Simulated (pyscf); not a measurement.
PySCF, gas phase, ωB97X-D3(BJ)/def2-SVP geometries. Correlated levels are frozen-core, on RHF or UHF. ΔMP2 is the change of the MP2 total energy from the triple- to the quadruple-zeta basis.

Q: Estimate the classical barrier height and the reaction energy of `[SiH3][O][PH][SiH3]` → `[SiH3][O][PH2]` + `[SiH2]` [singlet] at CCSD(T)/def2-TZVPP + ΔMP2(QZVPP). The step runs on the singlet surface, breaks P–Si, H–Si and forms H–P; take the reactant's lowest minimum found as zero.

A: ΔE‡ = 51.6 kcal/mol, ΔE = +56.6 kcal/mol. Zero-point energy shifts the barrier by -1.3 kcal/mol. It is a 1,1-elimination, with an imaginary mode of 508i cm⁻¹. On the product side the descent ends in an adduct with a P–Si contact, 12.1 kcal/mol under the separated species and 2.7 kcal/mol under the saddle at ωB97X-D3(BJ)/def2-TZVP. At CCSD(T) the saddle lies under the separated products, which points to a path from their complex (located at ωB97X-D3(BJ) alone), and parting the products costs more than the saddle. What is counted as broken (P–Si) persists as a longer contact in the product adduct; parting that adduct is a step of its own. At ωB97X-D3(BJ)/def2-TZVP the barrier from the zero used here is 54.6 kcal/mol. H₃Si–O–PH–SiH₃ lies 29.6 kcal/mol over its isomer H₃Si–O–SiH₂–PH₂ (electronic energy, ωB97M-D3(BJ)/def2-TZVP). H₃Si–O–PH₂ lies 5.7 kcal/mol over its isomer HO–SiH₂–PH₂ (electronic energy, ωB97M-D3(BJ)/def2-TZVP). This is the saddle that the search found; another between the same sides may lie lower. The CCSD(T) − MP2 part came from Ansatz, without density fitting, on the same reference.
